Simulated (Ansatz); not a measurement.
# BNH3 (doublet): RPA-PBE over a scan of the distance B1–N2, cc-pVDZ

How well do these functionals follow the top wave-function level for BNH3 (doublet) over a scan of the distance B1–N2?

The runs use Ansatz 0.2.0, Gaussian basis; cc-pVDZ, all electrons in the functionals, frozen cores in the correlation of double hybrids and RPA.

The runs, in order: RPA-PBE, at 1.118 Å; 1.253 Å; 1.374 Å; 1.532 Å; 1.696 Å; 1.926 Å; 2.244 Å; 2.523 Å; 3.021 Å; 3.709 Å; 4.746 Å.

23 further runs of the same task are left out: 2 for a mislabelled method, 11 that didn't finish, 10 set aside as unsound or not needed.

### 1 The system

The geometry derives from a PBE0/def2-TZVP stationary point (not a proven minimum). One bond is set to the value named and the two fragments are kept rigid.

5 atoms, charge 0, spin multiplicity 2.

Atoms are counted from 1 here; the program's logs count them from 0.

Bond lengths: B1–N2 1.374 Å, B1–H3 1.195 Å, N2–H4 1.011 Å, N2–H5 1.007 Å. Angles: N2–B1–H3 125.1°, B1–N2–H4 123.7°, B1–N2–H5 123.2°, H4–N2–H5 113.1°.

No dispersion term is added.

The geometry shown and the zero of energy belong to the point 1.374 Å. The yardstick, UCCSDT(Q), and other wave-function levels (R restricted, U unrestricted, valence and pair active spaces) come from earlier runs.

### 2 RPA-PBE, 1.118 Å

Contents of in.yaml:

```yaml
crystal:
  periodic: [false, false, false]
  atoms:
    - {symbol: B, position_ang: [0.000000, -0.153277, 0.641644]}
    - {symbol: N, position_ang: [0.000000, 0.047857, -0.458115]}
    - {symbol: H, position_ang: [0.000000, 0.684345, 1.494363]}
    - {symbol: H, position_ang: [0.000000, 0.976176, -0.858327]}
    - {symbol: H, position_ang: [0.000000, -0.681533, -1.152073]}
basis:
  gaussian: {orbitals: cc-pVDZ}
magnetization: {spin_polarized: true, initial_magnetization: 1}
hamiltonian: {xc: {name: PBE}}
correlation: {method: rpa, electrons: outside_noble_gas}
```

On the command line:

```bash
$ ansatz run in.yaml --threads 1 --pin off --events-out ev --progress --plain --max-ram 2393MiB
```

Output:

```text
Functional definition: PBE
  name "PBE"
  cite "Perdew, Burke & Ernzerhof, Phys. Rev. Lett. 77, 3865 (1996) doi:10.1103/PhysRevLett.77.3865"
  parent pbe
  parameter kappa = 0.804
  parameter beta = 0.06672455060314922
  exchange = pbe_x(kappa = kappa, mu = beta*pi^2/3)
  correlation = pbe_c(beta = beta)
395 factors; integrals over basis functions are off by at most 1.3e-3 eV
mean field evaluation 1: about -2199.5788 eV, gradient 4.5e1 eV
mean field evaluation 2: about -2199.5755 eV, gradient 4.5e1 eV
mean field evaluation 4: about -2207.9060 eV, gradient 7.8e0 eV
mean field evaluation 8: about -2208.2258 eV, gradient 6.2e-2 eV
mean field evaluation 16: about -2208.2259 eV, gradient 6.0e-6 eV
mean field -2208.22585946 eV, -81.1508035460 hartree, gradient 6.0e-6 eV, S^2 0.752438; 0 other end points of the search recorded, 0 dependent functions left out
2 core orbitals not correlated: weight in the atoms' cores, before any rotation towards them, 1.000 or more for the frozen orbitals, at most 0.000 for the correlated occupied ones
reference -2197.24904651 eV, -80.7474131105 hartree; 6, 5 occupied and 35, 36 virtual orbitals, 395 factors
Total energy: -2208.11584266 eV, -81.1467605033 hartree
```

It took 1 s on 1 thread of Intel Xeon Platinum 8259CL at 2.50GHz, shared host.

From the report: ⟨S²⟩ of the determinant 0.752 (pure doublet: 0.75).

### 3 RPA-PBE, 1.253 Å

Contents of in.yaml:

```yaml
crystal:
  periodic: [false, false, false]
  atoms:
    - {symbol: B, position_ang: [0.000000, -0.167255, 0.718068]}
    - {symbol: N, position_ang: [0.000000, 0.058167, -0.514488]}
    - {symbol: H, position_ang: [0.000000, 0.670367, 1.570787]}
    - {symbol: H, position_ang: [0.000000, 0.986486, -0.914700]}
    - {symbol: H, position_ang: [0.000000, -0.671223, -1.208446]}
basis:
  gaussian: {orbitals: cc-pVDZ}
magnetization: {spin_polarized: true, initial_magnetization: 1}
hamiltonian: {xc: {name: PBE}}
correlation: {method: rpa, electrons: outside_noble_gas}
```

The command is unchanged.

Output, cut to the lines that bear on the results:

```text
Functional definition: PBE
  name "PBE"
  cite "Perdew, Burke & Ernzerhof, Phys. Rev. Lett. 77, 3865 (1996) doi:10.1103/PhysRevLett.77.3865"
  parent pbe
[...]
396 factors; integrals over basis functions are off by at most 1.3e-3 eV
[...]
mean field -2210.39469050 eV, -81.2305066166 hartree, gradient 6.1e-6 eV, S^2 0.752765; 0 other end points of the search recorded, 0 dependent functions left out
2 core orbitals not correlated: weight in the atoms' cores, before any rotation towards them, 1.000 or more for the frozen orbitals, at most 0.000 for the correlated occupied ones
reference -2199.46406632 eV, -80.8288135871 hartree; 6, 5 occupied and 35, 36 virtual orbitals, 396 factors
Total energy: -2210.46596568 eV, -81.2331259312 hartree
```

Run time: 1.1 s. Hardware: 1 thread of Intel Xeon Platinum 8259CL at 2.50GHz, shared host.

From the report: ⟨S²⟩ of the determinant 0.753 (pure doublet: 0.75).

### 4 RPA-PBE, 1.374 Å

Contents of in.yaml:

```yaml
crystal:
  periodic: [false, false, false]
  atoms:
    - {symbol: B, position_ang: [0.000000, -0.179775, 0.786527]}
    - {symbol: N, position_ang: [0.000000, 0.067403, -0.564987]}
    - {symbol: H, position_ang: [0.000000, 0.657847, 1.639246]}
    - {symbol: H, position_ang: [0.000000, 0.995722, -0.965199]}
    - {symbol: H, position_ang: [0.000000, -0.661987, -1.258945]}
basis:
  gaussian: {orbitals: cc-pVDZ}
magnetization: {spin_polarized: true, initial_magnetization: 1}
hamiltonian: {xc: {name: PBE}}
correlation: {method: rpa, electrons: outside_noble_gas}
```

The command is unchanged.

Output, cut to the lines that bear on the results:

```text
Functional definition: PBE
  name "PBE"
  cite "Perdew, Burke & Ernzerhof, Phys. Rev. Lett. 77, 3865 (1996) doi:10.1103/PhysRevLett.77.3865"
  parent pbe
[...]
396 factors; integrals over basis functions are off by at most 1.3e-3 eV
[...]
mean field -2210.88117687 eV, -81.2483846609 hartree, gradient 6.6e-6 eV, S^2 0.753348; 0 other end points of the search recorded, 0 dependent functions left out
2 core orbitals not correlated: weight in the atoms' cores, before any rotation towards them, 1.000 or more for the frozen orbitals, at most 0.000 for the correlated occupied ones
reference -2199.91761163 eV, -80.8454810696 hartree; 6, 5 occupied and 35, 36 virtual orbitals, 396 factors
Total energy: -2211.05217604 eV, -81.2546687646 hartree
```

Run time: 1 s. Hardware: 1 thread of Intel Xeon Platinum 8259CL at 2.50GHz, shared host.

From the report: ⟨S²⟩ of the determinant 0.753 (pure doublet: 0.75).

### 5 RPA-PBE, 1.532 Å

Contents of in.yaml:

```yaml
crystal:
  periodic: [false, false, false]
  atoms:
    - {symbol: B, position_ang: [0.000000, -0.196141, 0.876010]}
    - {symbol: N, position_ang: [0.000000, 0.079475, -0.630993]}
    - {symbol: H, position_ang: [0.000000, 0.641481, 1.728729]}
    - {symbol: H, position_ang: [0.000000, 1.007794, -1.031205]}
    - {symbol: H, position_ang: [0.000000, -0.649915, -1.324951]}
basis:
  gaussian: {orbitals: cc-pVDZ}
magnetization: {spin_polarized: true, initial_magnetization: 1}
hamiltonian: {xc: {name: PBE}}
correlation: {method: rpa, electrons: outside_noble_gas}
```

Same command.

Output, cut to the lines that bear on the results:

```text
Functional definition: PBE
  name "PBE"
  cite "Perdew, Burke & Ernzerhof, Phys. Rev. Lett. 77, 3865 (1996) doi:10.1103/PhysRevLett.77.3865"
  parent pbe
[...]
396 factors; integrals over basis functions are off by at most 1.3e-3 eV
[...]
mean field -2210.52782353 eV, -81.2353991653 hartree, gradient 2.0e-6 eV, S^2 0.754633; 1 other end points of the search recorded, 0 dependent functions left out
2 core orbitals not correlated: weight in the atoms' cores, before any rotation towards them, 1.000 or more for the frozen orbitals, at most 0.000 for the correlated occupied ones
reference -2199.45254274 eV, -80.8283901032 hartree; 6, 5 occupied and 35, 36 virtual orbitals, 396 factors
Total energy: -2210.77580622 eV, -81.2445123611 hartree
```

Wall time 1.4 s (1 thread of Intel Xeon Platinum 8259CL at 2.50GHz, shared host).

From the report: ⟨S²⟩ of the determinant 0.755 (pure doublet: 0.75).

From 1.374 Å: +26.7 kJ/mol.

### 6 RPA-PBE, 1.696 Å

Contents of in.yaml:

```yaml
crystal:
  periodic: [false, false, false]
  atoms:
    - {symbol: B, position_ang: [0.000000, -0.213120, 0.968851]}
    - {symbol: N, position_ang: [0.000000, 0.092000, -0.699477]}
    - {symbol: H, position_ang: [0.000000, 0.624502, 1.821570]}
    - {symbol: H, position_ang: [0.000000, 1.020319, -1.099689]}
    - {symbol: H, position_ang: [0.000000, -0.637390, -1.393435]}
basis:
  gaussian: {orbitals: cc-pVDZ}
magnetization: {spin_polarized: true, initial_magnetization: 1}
hamiltonian: {xc: {name: PBE}}
correlation: {method: rpa, electrons: outside_noble_gas}
```

Launched as before.

Output, cut to the lines that bear on the results:

```text
Functional definition: PBE
  name "PBE"
  cite "Perdew, Burke & Ernzerhof, Phys. Rev. Lett. 77, 3865 (1996) doi:10.1103/PhysRevLett.77.3865"
  parent pbe
[...]
397 factors; integrals over basis functions are off by at most 1.4e-3 eV
[...]
mean field -2209.66559651 eV, -81.2037129065 hartree, gradient 4.4e-6 eV, S^2 0.757102; 0 other end points of the search recorded, 0 dependent functions left out
2 core orbitals not correlated: weight in the atoms' cores, before any rotation towards them, 1.000 or more for the frozen orbitals, at most 0.000 for the correlated occupied ones
reference -2198.41852959 eV, -80.7903908210 hartree; 6, 5 occupied and 35, 36 virtual orbitals, 397 factors
Total energy: -2209.95683378 eV, -81.2144156789 hartree
```

Wall time 1.3 s (1 thread of Intel Xeon Platinum 8259CL at 2.50GHz, shared host).

From the report: ⟨S²⟩ of the determinant 0.757 (pure doublet: 0.75).

From 1.374 Å: +105.7 kJ/mol.

### 7 RPA-PBE, 1.926 Å

Contents of in.yaml:

```yaml
crystal:
  periodic: [false, false, false]
  atoms:
    - {symbol: B, position_ang: [0.000000, -0.236933, 1.099055]}
    - {symbol: N, position_ang: [0.000000, 0.109565, -0.795521]}
    - {symbol: H, position_ang: [0.000000, 0.600689, 1.951774]}
    - {symbol: H, position_ang: [0.000000, 1.037884, -1.195733]}
    - {symbol: H, position_ang: [0.000000, -0.619825, -1.489479]}
basis:
  gaussian: {orbitals: cc-pVDZ}
magnetization: {spin_polarized: true, initial_magnetization: 1}
hamiltonian: {xc: {name: PBE}}
correlation: {method: rpa, electrons: outside_noble_gas}
```

Same command.

Output, cut to the lines that bear on the results:

```text
Functional definition: PBE
  name "PBE"
  cite "Perdew, Burke & Ernzerhof, Phys. Rev. Lett. 77, 3865 (1996) doi:10.1103/PhysRevLett.77.3865"
  parent pbe
[...]
400 factors; integrals over basis functions are off by at most 1.3e-3 eV
[...]
mean field -2208.27415571 eV, -81.1525784005 hartree, gradient 9.4e-6 eV, S^2 0.766178; 2 other end points of the search recorded, 0 dependent functions left out
2 core orbitals not correlated: weight in the atoms' cores, before any rotation towards them, 1.000 or more for the frozen orbitals, at most 0.000 for the correlated occupied ones
reference -2196.71784832 eV, -80.7278919370 hartree; 6, 5 occupied and 35, 36 virtual orbitals, 400 factors
Total energy: -2208.60012924 eV, -81.1645577066 hartree
```

Wall time 1.8 s (1 thread of Intel Xeon Platinum 8259CL at 2.50GHz, shared host).

From the report: ⟨S²⟩ of the determinant 0.766 (pure doublet: 0.75).

From 1.374 Å: +236.6 kJ/mol.

### 8 RPA-PBE, 2.244 Å

Contents of in.yaml:

```yaml
crystal:
  periodic: [false, false, false]
  atoms:
    - {symbol: B, position_ang: [0.000000, -0.269857, 1.279075]}
    - {symbol: N, position_ang: [0.000000, 0.133851, -0.928311]}
    - {symbol: H, position_ang: [0.000000, 0.567765, 2.131794]}
    - {symbol: H, position_ang: [0.000000, 1.062170, -1.328523]}
    - {symbol: H, position_ang: [0.000000, -0.595539, -1.622269]}
basis:
  gaussian: {orbitals: cc-pVDZ}
magnetization: {spin_polarized: true, initial_magnetization: 1}
hamiltonian: {xc: {name: PBE}}
correlation: {method: rpa, electrons: outside_noble_gas}
```

The command is unchanged.

Output, cut to the lines that bear on the results:

```text
Functional definition: PBE
  name "PBE"
  cite "Perdew, Burke & Ernzerhof, Phys. Rev. Lett. 77, 3865 (1996) doi:10.1103/PhysRevLett.77.3865"
  parent pbe
[...]
401 factors; integrals over basis functions are off by at most 1.3e-3 eV
[...]
mean field -2206.58648045 eV, -81.0905574784 hartree, gradient 3.7e-6 eV, S^2 0.843026; 3 other end points of the search recorded, 0 dependent functions left out
2 core orbitals not correlated: weight in the atoms' cores, before any rotation towards them, 1.000 or more for the frozen orbitals, at most 0.000 for the correlated occupied ones
reference -2194.54286971 eV, -80.6479629473 hartree; 6, 5 occupied and 35, 36 virtual orbitals, 401 factors
Total energy: -2206.97056771 eV, -81.1046724251 hartree
```

It took 2.2 s on 1 thread of Intel Xeon Platinum 8259CL at 2.50GHz, shared host.

From the report: ⟨S²⟩ of the determinant 0.843 (pure doublet: 0.75).

From 1.374 Å: +393.8 kJ/mol.

### 9 RPA-PBE, 2.523 Å

Contents of in.yaml:

```yaml
crystal:
  periodic: [false, false, false]
  atoms:
    - {symbol: B, position_ang: [0.000000, -0.298743, 1.437018]}
    - {symbol: N, position_ang: [0.000000, 0.155159, -1.044817]}
    - {symbol: H, position_ang: [0.000000, 0.538879, 2.289737]}
    - {symbol: H, position_ang: [0.000000, 1.083478, -1.445029]}
    - {symbol: H, position_ang: [0.000000, -0.574231, -1.738775]}
basis:
  gaussian: {orbitals: cc-pVDZ}
magnetization: {spin_polarized: true, initial_magnetization: 1}
hamiltonian: {xc: {name: PBE}}
correlation: {method: rpa, electrons: outside_noble_gas}
```

Same command.

Output, cut to the lines that bear on the results:

```text
Functional definition: PBE
  name "PBE"
  cite "Perdew, Burke & Ernzerhof, Phys. Rev. Lett. 77, 3865 (1996) doi:10.1103/PhysRevLett.77.3865"
  parent pbe
[...]
401 factors; integrals over basis functions are off by at most 1.3e-3 eV
[...]
mean field -2205.52069917 eV, -81.0513907389 hartree, gradient 1.0e-6 eV, S^2 1.079101; 12 other end points of the search recorded, 0 dependent functions left out
2 core orbitals not correlated: weight in the atoms' cores, before any rotation towards them, 1.000 or more for the frozen orbitals, at most 0.000 for the correlated occupied ones
reference -2193.30665332 eV, -80.6025328328 hartree; 6, 5 occupied and 35, 36 virtual orbitals, 401 factors
Total energy: -2205.99167948 eV, -81.0686989461 hartree
```

Run time: 7.5 s. Hardware: 1 thread of Intel Xeon Platinum 8259CL at 2.50GHz, shared host.

From the report: ⟨S²⟩ of the determinant 1.079 (pure doublet: 0.75).

From 1.374 Å: +488.3 kJ/mol.

### 10 RPA-PBE, 3.021 Å

Contents of in.yaml:

```yaml
crystal:
  periodic: [false, false, false]
  atoms:
    - {symbol: B, position_ang: [0.000000, -0.350303, 1.718937]}
    - {symbol: N, position_ang: [0.000000, 0.193192, -1.252772]}
    - {symbol: H, position_ang: [0.000000, 0.487319, 2.571656]}
    - {symbol: H, position_ang: [0.000000, 1.121511, -1.652984]}
    - {symbol: H, position_ang: [0.000000, -0.536198, -1.946730]}
basis:
  gaussian: {orbitals: cc-pVDZ}
magnetization: {spin_polarized: true, initial_magnetization: 1}
hamiltonian: {xc: {name: PBE}}
correlation: {method: rpa, electrons: outside_noble_gas}
```

The command is unchanged.

Output, cut to the lines that bear on the results:

```text
Functional definition: PBE
  name "PBE"
  cite "Perdew, Burke & Ernzerhof, Phys. Rev. Lett. 77, 3865 (1996) doi:10.1103/PhysRevLett.77.3865"
  parent pbe
[...]
401 factors; integrals over basis functions are off by at most 1.4e-3 eV
[...]
mean field -2205.00279847 eV, -81.0323582393 hartree, gradient 3.4e-6 eV, S^2 1.076791; 19 other end points of the search recorded, 0 dependent functions left out
2 core orbitals not correlated: weight in the atoms' cores, before any rotation towards them, 1.000 or more for the frozen orbitals, at most 0.000 for the correlated occupied ones
reference -2195.22384880 eV, -80.6729884672 hartree; 6, 5 occupied and 35, 36 virtual orbitals, 401 factors
Total energy: -2205.99174636 eV, -81.0687014037 hartree
```

Run time: 7.5 s. Hardware: 1 thread of Intel Xeon Platinum 8259CL at 2.50GHz, shared host.

From the report: ⟨S²⟩ of the determinant 1.077 (pure doublet: 0.75).

From 1.374 Å: +488.3 kJ/mol.

### 11 RPA-PBE, 3.709 Å

Contents of in.yaml:

```yaml
crystal:
  periodic: [false, false, false]
  atoms:
    - {symbol: B, position_ang: [0.000000, -0.421535, 2.108415]}
    - {symbol: N, position_ang: [0.000000, 0.245735, -1.540068]}
    - {symbol: H, position_ang: [0.000000, 0.416087, 2.961134]}
    - {symbol: H, position_ang: [0.000000, 1.174054, -1.940280]}
    - {symbol: H, position_ang: [0.000000, -0.483655, -2.234026]}
basis:
  gaussian: {orbitals: cc-pVDZ}
magnetization: {spin_polarized: true, initial_magnetization: 1}
hamiltonian: {xc: {name: PBE}}
correlation: {method: rpa, electrons: outside_noble_gas}
```

Same command.

Output, cut to the lines that bear on the results:

```text
Functional definition: PBE
  name "PBE"
  cite "Perdew, Burke & Ernzerhof, Phys. Rev. Lett. 77, 3865 (1996) doi:10.1103/PhysRevLett.77.3865"
  parent pbe
[...]
401 factors; integrals over basis functions are off by at most 1.4e-3 eV
[...]
mean field -2204.93990837 eV, -81.0300470705 hartree, gradient 1.4e-6 eV, S^2 1.000018; 17 other end points of the search recorded, 0 dependent functions left out
2 core orbitals not correlated: weight in the atoms' cores, before any rotation towards them, 1.000 or more for the frozen orbitals, at most 0.000 for the correlated occupied ones
reference -2195.49415753 eV, -80.6829221297 hartree; 6, 5 occupied and 35, 36 virtual orbitals, 401 factors
Total energy: -2206.15928788 eV, -81.0748584413 hartree
```

Run time: 9 s. Hardware: 1 thread of Intel Xeon Platinum 8259CL at 2.50GHz, shared host.

From the report: ⟨S²⟩ of the determinant 1.000 (pure doublet: 0.75).

From 1.374 Å: +472.1 kJ/mol.

### 12 RPA-PBE, 4.746 Å

Contents of in.yaml:

```yaml
crystal:
  periodic: [false, false, false]
  atoms:
    - {symbol: B, position_ang: [0.000000, -0.528900, 2.695464]}
    - {symbol: N, position_ang: [0.000000, 0.324932, -1.973100]}
    - {symbol: H, position_ang: [0.000000, 0.308722, 3.548183]}
    - {symbol: H, position_ang: [0.000000, 1.253251, -2.373312]}
    - {symbol: H, position_ang: [0.000000, -0.404458, -2.667058]}
basis:
  gaussian: {orbitals: cc-pVDZ}
magnetization: {spin_polarized: true, initial_magnetization: 1}
hamiltonian: {xc: {name: PBE}}
correlation: {method: rpa, electrons: outside_noble_gas}
```

Same command.

Output, cut to the lines that bear on the results:

```text
Functional definition: PBE
  name "PBE"
  cite "Perdew, Burke & Ernzerhof, Phys. Rev. Lett. 77, 3865 (1996) doi:10.1103/PhysRevLett.77.3865"
  parent pbe
[...]
401 factors; integrals over basis functions are off by at most 1.4e-3 eV
[...]
mean field -2204.89694028 eV, -81.0284680224 hartree, gradient 5.9e-8 eV, S^2 0.969586; 15 other end points of the search recorded, 0 dependent functions left out
2 core orbitals not correlated: weight in the atoms' cores, before any rotation towards them, 1.000 or more for the frozen orbitals, at most 0.000 for the correlated occupied ones
reference -2195.53486924 eV, -80.6844182576 hartree; 6, 5 occupied and 35, 36 virtual orbitals, 401 factors
Total energy: -2206.19967043 eV, -81.0763424725 hartree
```

It took 9 s on 1 thread of Intel Xeon Platinum 8259CL at 2.50GHz, shared host.

From the report: ⟨S²⟩ of the determinant 0.970 (pure doublet: 0.75).

From 1.374 Å: +468.2 kJ/mol.

### 13 The comparison

The yardstick is UCCSDT(Q), where the cluster series has nearly closed. It comes from earlier runs at the same points. Energies in kJ/mol, counted from 1.374 Å; blanks weren't run or aren't comparable.

| level | 1.118 Å | 1.253 Å | 1.374 Å | 1.532 Å | 1.696 Å | 1.926 Å | 2.244 Å | 2.523 Å | 3.021 Å | 3.709 Å | 4.746 Å |
| --- | --- | --- | --- | --- | --- | --- | --- | --- | --- | --- | --- |
| UCCSDT(Q) | 273.9 | 52.3 | 0.0 | 31.7 | 115.5 | 252.8 |  | 509.5 | 497.1 | 492.4 | 493.0 |
| RPA-PBE | 283.3 | 56.6 | 0.0 | 26.7 | 105.7 | 236.6 | 393.8 | 488.3 | 488.3 | 472.1 | 468.2 |

Largest miss and mean time a point (UCCSDT(Q) took 45 s a point; shared hosts):

| level | largest miss (kJ/mol) | where | time a point |
| --- | --- | --- | --- |
| RPA-PBE | -24.8 | 4.746 Å | 3.9 s |

### 14 Outcome

| quantity | value |
| --- | --- |
| span of the UCCSDT(Q) curve (points where it is known) | 509.5 kJ/mol |
| largest miss, RPA-PBE | -24.8 kJ/mol (4.746 Å) |

Misses are known at 9 of 10 points at best, and only functionals with that many are ranked. RPA-PBE strays by up to 24.8 kJ/mol, at 4.746 Å. RPA-PBE clearly breaks the spin symmetry at some points (⟨S²⟩ up to 0.33 above the pure value), so energy there is bought with a mixed spin. Functionals and the yardstick converge differently with the basis, so part of each miss in cc-pVDZ is the basis.
